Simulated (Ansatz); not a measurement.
**Al2C+ (quartet): wave-function methods side by side, cc-pVDZ**

An exercise on one series of results from a longer session: the logs are not shown, and one member is left open.

The runs use Ansatz 0.2.0, Gaussian basis; cc-pVDZ, core rule «outside noble gas», up to 11 orbitals frozen.

Plan: UHF; CCSD(T) on ROHF; CCSD(T) on UHF; BCCD(T) on ROHF; CISD; CCSDT(Q) on ROHF; CCSDT(Q) on UHF; CASSCF and NEVPT2, 9 electrons in 11 orbitals.

33 further runs of the same task are left out: 17 that didn't finish, 16 set aside as unsound or not needed.

## What is computed

The geometry is a PBE0/def2-TZVP stationary point (not a proven minimum) of the parent state, kept for this charge and spin.

3 atoms, charge 1, spin multiplicity 4.

Atoms are counted from 1 here; the program's logs count them from 0.

Bond lengths: Al1–Al2 2.681 Å, Al2–C3 1.896 Å. Angles: Al1–Al2–C3 180.0°.

The first run:

Input file in.yaml:

```yaml
crystal:
  periodic: [false, false, false]
  atoms:
    - {symbol: Al, position_ang: [0.000000, 0.000000, 2.419367]}
    - {symbol: Al, position_ang: [0.000000, 0.000000, -0.261933]}
    - {symbol: C, position_ang: [0.000000, 0.000000, -2.157433]}
basis:
  gaussian: {orbitals: cc-pVDZ}
total_charge: 1
magnetization: {spin_polarized: true, initial_magnetization: 3}
hamiltonian: {xc: hf}
output: {orbitals: {seedname: orbitals}}
```

Command:

```bash
ansatz run in.yaml --threads 1 --pin off --events-out ev --progress --plain --max-ram 2393MiB
```

Steps of the session up to this table: UHF; CCSD(T) on ROHF; CCSD(T) on UHF; BCCD(T) on ROHF; CISD; CCSDT(Q) on ROHF; CCSDT(Q) on UHF; CASSCF and NEVPT2, 9 electrons in 11 orbitals.

One of the session's tables, all rows but one given; the rest of the session is left out.

It belongs to the step «Misses and costs». 

| method | from UCCSDT(Q) (kcal/mol) |
| --- | --- |
| ROHF | +115.87 |
| UHF | +114.59 |
| RMP2 | +32.66 |
| UMP2 | +32.46 |
| CISD | +14.56 |
| RCCSD | ? |
| UCCSD | +5.33 |
| RCCSD(T) | +1.63 |
| UCCSD(T) | +1.60 |
| BCCD(T) | +1.54 |
| RCCSDT | +0.34 |
| UCCSDT | +0.32 |
| RCCSDT(Q) | +0.05 |
| UCCSDT(Q) | 0 |
| CASSCF frontier | +69.73 |
| NEVPT2 frontier | +20.95 |

Q: Estimate the row for RCCSD from the others.

The run gave: from UCCSDT(Q) (kcal/mol): +5.39. In the column «from UCCSDT(Q) (kcal/mol)» it lies between UCCSD (+5.33) and CISD (+14.56).

Caveats from the session: Restricted and unrestricted rows rest on different reference determinants; where their highest levels disagree by more than a few hundredths of an eV, they describe different states and don't form one ladder.
